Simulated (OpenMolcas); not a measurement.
## BH2Cl (SMILES BCl): the energy, rung by rung

BH2Cl: 4 atoms, total charge 0, spin state singlet. SMILES: `BCl`. The coordinates come from a PBE0-D4/def2-TZVP relaxation.

| atom | x (Å) | y (Å) | z (Å) |
| --- | --- | --- | --- |
| B | -0.1167 | 0.0217 | -0.0753 |
| Cl | 1.3650 | -0.3953 | 0.7212 |
| H | -1.1062 | -0.5595 | 0.2404 |
| H | -0.0866 | 0.8728 | -0.9066 |

Each level gives the energy change with the B1–Cl2 bond stretched from 1.733 to 3.033 Å (eV). The values are calculated.

```json
{"level": "HF/STO-3G (restricted)", "kind": "Hartree–Fock", "program": "OpenMolcas", "value (eV)": "6.28", "less FCI/STO-3G": "+1.48", "CPU time (all runs)": "3.3 s"}
{"level": "SVWN5/STO-3G (restricted)", "kind": "LDA", "program": "OpenMolcas", "value (eV)": "5.42", "less FCI/STO-3G": "+0.62", "CPU time (all runs)": "6.6 s"}
{"level": "PBE/STO-3G (restricted)", "kind": "GGA", "program": "OpenMolcas", "value (eV)": "5.04", "less FCI/STO-3G": "+0.24", "CPU time (all runs)": "7.5 s"}
{"level": "r2SCAN/STO-3G (restricted)", "kind": "meta-GGA", "program": "OpenMolcas", "value (eV)": "5.25", "less FCI/STO-3G": "+0.45", "CPU time (all runs)": "9.6 s"}
{"level": "B3LYP/STO-3G (restricted)", "kind": "global hybrid", "program": "OpenMolcas", "value (eV)": "5.18", "less FCI/STO-3G": "+0.38", "CPU time (all runs)": "7.2 s"}
{"level": "B2PLYP/STO-3G (restricted)", "kind": "double hybrid", "program": "OpenMolcas", "value (eV)": "5.32", "less FCI/STO-3G": "+0.52", "CPU time (all runs)": "6.6 s"}
{"level": "CASSCF(2,2)/STO-3G", "kind": "multireference", "program": "OpenMolcas", "value (eV)": "4.63", "less FCI/STO-3G": "-0.17", "CPU time (all runs)": "3.9 s"}
{"level": "ACPF/STO-3G (restricted)", "kind": "coupled cluster or CI", "program": "OpenMolcas", "value (eV)": "4.03", "less FCI/STO-3G": "-0.77", "CPU time (all runs)": "3.4 s"}
{"level": "FCI/STO-3G", "kind": "exact in the basis", "program": "OpenMolcas", "value (eV)": "4.80", "less FCI/STO-3G": "0.00", "CPU time (all runs)": "7.9 s"}
```

FCI/STO-3G is exact within its basis and frozen core, so for wave-function methods in that basis the difference is their error; functionals converge differently with the basis, so for them it is only a difference. Spin-restricted single references rise too steeply as a bond breaks, Hartree–Fock most of all. Perturbation and coupled-cluster corrections on them can overshoot downwards. The first shape isn't each level's own minimum. The values span 4.03 to 6.28 eV. All rows use very small basis sets, so even the best lies far from the true value. Times are those of the runs behind each value, whatever else they computed, on shared processors of several kinds: orders of magnitude only.
